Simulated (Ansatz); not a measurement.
**AlCF+ (doublet): wave-function methods side by side, def2-TZVPP**

One table from this session's results is given with a row withheld; the runs are named, their logs left out.

The runs use Ansatz 0.2.0, Gaussian basis; def2-TZVPP, core rule «outside noble gas», up to 7 orbitals frozen.

Plan: UHF; ROHF; CCSD(T) on UHF.

2 further runs of the same task are left out: 2 set aside as unsound or not needed.

## The system

The geometry is a PBE0/def2-TZVP stationary point (not a proven minimum) of the parent state, kept for this charge and spin.

3 atoms, charge 1, spin multiplicity 2.

Atoms are counted from 1 here; the program's logs count them from 0.

Bond lengths: C1–Al2 1.936 Å, Al2–F3 1.644 Å. Angles: C1–Al2–F3 180.0°.

Set-up of the first run:

in.yaml reads:

```yaml
crystal:
  periodic: [false, false, false]
  atoms:
    - {symbol: C, position_ang: [0.000000, 0.000000, 1.838500]}
    - {symbol: Al, position_ang: [0.000000, 0.000000, -0.097400]}
    - {symbol: F, position_ang: [0.000000, 0.000000, -1.741100]}
basis:
  gaussian: {orbitals: def2-TZVPP}
total_charge: 1
magnetization: {spin_polarized: true, initial_magnetization: 1}
hamiltonian: {xc: hf}
output: {orbitals: {seedname: orbitals}}
```

Run with:

```console
$ ansatz run in.yaml --threads 1 --pin off --events-out ev --progress --plain --max-ram 2560MiB --backend cpu
```

Steps of the session up to this table: UHF; ROHF; CCSD(T) on UHF.

One of the session's tables, all rows but one given; the rest of the session is left out.

```
  method  from UCCSD(T) (kJ/mol)
    ROHF                 +1137.7
     UHF                       ?
    UMP2                  +104.8
   UCCSD                   +39.0
UCCSD(T)                       0
```

**Question.** Estimate the row for UHF.

As computed: from UCCSD(T) (kJ/mol): +1075.6. In the column «from UCCSD(T) (kJ/mol)» it lies between UMP2 (+104.8) and ROHF (+1137.7).

The program flags UCCSD(T) as in doubt (see the logs), so the zero of the table is itself unsure.

To keep in mind: The determinant is far from a pure spin state, so its energy mixes those of several spin states (harmless only where they are near-degenerate, as at dissociation). The program flags UCCSD(T) as in doubt, so the zero of the table is itself unsure.
